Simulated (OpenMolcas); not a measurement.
OpenMolcas input wanted

The species is BH2 (3 atoms), meant as a doublet with charge 0. As SMILES, `[BH2]`. Geometry: relaxed at GFN2-xTB.

```xyz
3

B     0.2628   -0.1662    0.1286
H     0.2800    0.9853    0.2610
H    -0.5429   -0.8191   -0.3896
```

Settings wanted:

- method: DFT
- reference: UKS
- integral approximation: none
- symmetry: none
- basis set: 6-31G*
- task: gradient
- functional: B3LYP
- dispersion: none
- nucleus: point
- integration grid: UltraFine
- SCF convergence threshold: 1e-10
- d and f functions: Cartesian

Q: Write the OpenMolcas 26.06 input and the command.

A: This one ran through:

job.input:
```
>>> EXPORT MOLCAS_PRINT=2
&GATEWAY
BASLIB = $CurrDir
BASISSET
B.6-31Gs....
B1 0.262840 -0.166230 0.128640 angstrom
End of Basis
BASISSET
H.6-31Gs....
H2 0.280020 0.985320 0.260980 angstrom
H3 -0.542860 -0.819090 -0.389630 angstrom
End of Basis
&SEWARD
GRIDINPUT
Grid=UltraFine
End of Grid
&SCF
UHF
SPIN = 2
KSDFT = B3LYP
THRESHOLDS = 1e-10 1e-07 1e-07 1e-05
PRORBITALS = 1 2
&ALASKA
```

```bash
$ export MOLCAS_MEM=1860
$ pymolcas job.input > job.log
```

(Basis files named in the input come from the Basis Set Exchange and aren't shown.)

Calculated total energy: -25.93365 Eh, largest force 0.892 eV/Å.
